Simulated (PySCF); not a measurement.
AlF3. Atoms are numbered in the order given.

```xyz
4

Al     0.0000     0.0000     0.0000
F     -1.6366     0.0000     0.0000
F      0.8183     1.4173     0.0000
F      0.8183    -1.4173     0.0000
```

Coordinates come from a TPSSh-D3(BJ)/def2-TZVP optimisation. The isomer is the one that the SMILES or the coordinates give; other isomers of the formula were not compared.

All values below come from TPSSh-D3(BJ)/def2-TZVP run with PySCF.

Frequencies are harmonic and unscaled.

Modes within 1.5 cm⁻¹ of each other (mostly degenerate sets) share a row, with their intensities summed.

Computed normal modes with their intensities:
```csv
mode,ν (cm⁻¹),IR (km/mol),moving atoms (share of kinetic energy)
1–2,240,65.4,"F 85 %, Al 15 %"
3,291,135.0,"Al 68 %, F 32 %"
4,683,0.0,F 100 %
5–6,945,366.4,"Al 53 %, F 47 %"
```
